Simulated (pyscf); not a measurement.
PySCF, gas phase, ωB97X-D3(BJ)/def2-SVP geometries. MP2 and CC: frozen core, UHF for open shells. ΔMP2 is the change of the MP2 total energy from the triple- to the quadruple-zeta basis.

Problem. For `[CH4]` + `[SiH2][Cl]` [doublet] -> `[CH3]` [doublet] + `[SiH3][Cl]`, a hydrogen abstraction (doublet surface; C–H broken, H–Si formed), PBE/def2-TZVP gives ΔE‡ = 21.3 kcal/mol and ΔE = +20.1 kcal/mol (zero: the separated reactants). In which direction and how far do B3LYP-D3(BJ)/def2-TZVP, M06-2X/def2-TZVP, CCSD(T)/def2-TZVPP + ΔMP2(QZVPP) move these?

Solution. B3LYP-D3(BJ): ΔE‡ = 21.1 kcal/mol, ΔE = +16.5 kcal/mol; M06-2X: ΔE‡ = 25.7 kcal/mol, ΔE = +18.3 kcal/mol; CCSD(T): ΔE‡ = 24.1 kcal/mol, ΔE = +15.5 kcal/mol. PBE's barrier matches one of them and lies within 4.4 kcal/mol of the others. Its reaction energy lies over all of them, by 1.8 to 4.6 kcal/mol. One saddle was located; it need not be the lowest between these sides. The angle at the transferred H is 170°. The CCSD(T) − MP2 part came from Ansatz, without density fitting, on the same reference.
